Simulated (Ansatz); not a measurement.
# C2H2FN: taking an electron away

The task here is to estimate one member of a computed series from the others.

Program: Ansatz 0.2.0, Gaussian basis. Level of theory: unrestricted cation, the program's frozen cores in correlated methods. These are calculated values, not measurements.

Levels to be run: UKS PBE-D4/def2-TZVPP; UKS r2SCAN-D4/def2-TZVPP; UKS PBE0-D4/def2-TZVPP; UKS B3LYP-D4/def2-TZVPP; UKS wB97X-V/def2-TZVPP; UKS wB97M-V/def2-TZVPP; UKS B2PLYP/def2-TZVPP; UHF-CCSD(T)/def2-TZVPP; UHF-CCSD(T)/def2-QZVPP; extrapolation to the limit; then −ε(HOMO) from the neutral's earlier runs with LDA (SPW92), PBE-D4, revPBE-D4, BLYP-D4, r2SCAN-D4, B97M-V, PBE0-D4, B3LYP-D4, r2SCANh-D4, r2SCAN0-D4, HSE06-D4, BHLYP-D4, CAM-B3LYP-D4, LC-ωPBE, ωB97X-V, ωB97M-V.

### The relaxed structure

All runs share one geometry, relaxed beforehand with PBE0-D4 in a triple-zeta def2 set.

SMILES `N#CCF`, 6 atoms, charge 0, spin multiplicity 1.

Atoms are counted from 1 here; the program's logs count them from 0.

Bond lengths: N1–C2 1.148 Å, C2–C3 1.461 Å, C3–F4 1.369 Å, C3–H5 1.094 Å, C3–H6 1.094 Å. Angles: N1–C2–C3 178.6°, C2–C3–F4 110.8°, C2–C3–H5 109.3°, C2–C3–H6 109.3°, F4–C3–H5 109.1°, F4–C3–H6 109.1°, H5–C3–H6 109.3°.

Set-up of the first run:

in.yaml reads:

```yaml
crystal:
  periodic: [false, false, false]
  atoms:
    - {symbol: N, position_ang: [-1.529907, -1.437908, 0.378058]}
    - {symbol: C, position_ang: [-0.705263, -0.665431, 0.173867]}
    - {symbol: C, position_ang: [0.326607, 0.340628, -0.065109]}
    - {symbol: F, position_ang: [1.299677, -0.149955, -0.893177]}
    - {symbol: H, position_ang: [0.778731, 0.627718, 0.888362]}
    - {symbol: H, position_ang: [-0.127744, 1.220949, -0.528300]}
basis:
  gaussian: {orbitals: def2-TZVPP}
total_charge: 1
magnetization: {spin_polarized: true, initial_magnetization: 1}
hamiltonian: {xc: pbe, dispersion: d4}
```

Command:

```
$ ansatz run in.yaml --threads 2 --pin off --events-out ev --progress --plain --max-ram 32768MiB --backend cpu
```

Among the steps run: Cation, UKS PBE-D4/def2-TZVPP; Cation, UKS r2SCAN-D4/def2-TZVPP; Cation, UKS PBE0-D4/def2-TZVPP; Cation, UKS B3LYP-D4/def2-TZVPP; Cation, UKS wB97X-V/def2-TZVPP; Cation, UKS wB97M-V/def2-TZVPP; Cation, UKS B2PLYP (frozen core)/def2-TZVPP; Cation, UHF-CCSD(T)/def2-TZVPP; Cation, UHF-CCSD(T)/def2-QZVPP.

One of the session's tables, all rows but one given; the rest of the session is left out.

For comparison, −ε(HOMO) of the neutral from earlier runs:

| functional | −ε(HOMO) (eV) |
| --- | --- |
| LDA (SPW92) | 8.61 |
| PBE-D4 | 8.44 |
| revPBE-D4 | 8.38 |
| BLYP-D4 | 8.34 |
| r2SCAN-D4 | 8.75 |
| B97M-V | 8.77 |
| PBE0-D4 | 9.91 |
| B3LYP-D4 | 9.67 |
| r2SCANh-D4 | 9.30 |
| r2SCAN0-D4 | 10.11 |
| HSE06-D4 | ? |
| BHLYP-D4 | 11.22 |
| CAM-B3LYP-D4 | 11.37 |
| LC-ωPBE | 12.80 |
| ωB97X-V | 12.37 |
| ωB97M-V | 12.24 |

Estimate the missing values for HSE06-D4.

**Answer.** −ε(HOMO) (eV): 9.50. In the column «−ε(HOMO) (eV)» it lies between r2SCANh-D4 (9.30) and B3LYP-D4 (9.67).

Limits of these values: The cation may have settled in a state other than its lowest; no search over hole states beyond the program's own was made.
